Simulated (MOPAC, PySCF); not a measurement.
C$_{2}$H$_{6}$O, SMILES `O(C)C`, neutral singlet in the gas phase. 

Z-matrix (Å, degrees):
```
O
C 1 1.4041
C 1 1.4041 2 112.55
H 3 1.1077 1 107.94 2 180.00
H 2 1.1077 1 107.94 3 -180.00
H 3 1.1193 4 108.39 1 -121.92
H 3 1.1193 4 108.39 6 -116.16
H 2 1.1193 5 108.39 1 121.92
H 2 1.1193 5 108.39 8 116.16
```
Charge 0, spin multiplicity 1.

All levels are single points at this geometry (PBE-D3(BJ)/def2-SVP); Pople sets use spherical d functions. Orbital energies aren't observables, and empty levels follow the basis.

PBE/6-31G* in PySCF gives gap (eV) = 7.31.

**Question.** Estimate the gap (eV) from each of these levels: PBE-D3(BJ)/def2-TZVP in PySCF; B3LYP/3-21G in PySCF; B3LYP/6-311+G** in PySCF; B3LYP/6-31G* in PySCF; BP86/6-31G* in PySCF; M06-2X/6-31G* in PySCF; SVWN5/6-31G* in PySCF; HF/STO-3G in PySCF; AM1 in MOPAC; PM3 in MOPAC; PM6 in MOPAC; PM7 in MOPAC.

**Answer.** 
| level | gap (eV) |
|---|---|
| PBE-D3(BJ)/def2-TZVP in PySCF | 6.38 |
| B3LYP/3-21G in PySCF | 9.56 |
| B3LYP/6-311+G** in PySCF | 7.41 |
| B3LYP/6-31G* in PySCF | 9.37 |
| BP86/6-31G* in PySCF | 7.36 |
| M06-2X/6-31G* in PySCF | 12.44 |
| SVWN5/6-31G* in PySCF | 7.10 |
| HF/STO-3G in PySCF | 24.72 |
| AM1 in MOPAC | 13.79 |
| PM3 in MOPAC | 13.72 |
| PM6 in MOPAC | 12.13 |
| PM7 in MOPAC | 12.40 |
